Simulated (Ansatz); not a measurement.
Total energies of AlH2(SiH3) (AlSiH₅) from Ansatz at r2SCAN-D4/def2-TZVP, gas phase (1 Eh = 27.2114 eV = 2625.5 kJ/mol). The reference geometry is relaxed at r2SCAN-D4/def2-TZVP.

```xyz
7

Al   -0.465    1.298    0.293
H    -1.467    1.543    1.500
H     0.044    2.547   -0.545
Si    0.324   -0.968   -0.236
H     0.670   -1.139   -1.675
H    -0.668   -2.021    0.119
H     1.563   -1.261    0.544
```

```
                 state   geometry  energy (Eh)
      charge 0 singlet  reference   -534.84699
      charge 1 doublet  reference   -534.49294
free Al atom (doublet)          –   -242.33055
 free H atom (doublet)          –     -0.49993
free Si atom (triplet)          –   -289.34121
```

Task: Work out the vertical ionisation energy to the doublet.

Result: E(charge 1 doublet) − E(charge 0 singlet) = -534.49294 − (-534.84699) = 0.35405 Eh = 9.63 eV. For comparison, −ε of the highest occupied level is 6.80 eV at this level, 2.83 eV less.

Task: What is the binding energy per atom against free atoms?

Result: Atoms: 1 × (-242.33055) + 5 × (-0.49993) + 1 × (-289.34121) = -534.17141 Eh. Binding: -534.17141 − (-534.84699) = 0.67558 Eh = 18.38 eV, or 2.63 eV for each of 7 atoms (no zero-point energy, no counterpoise term).
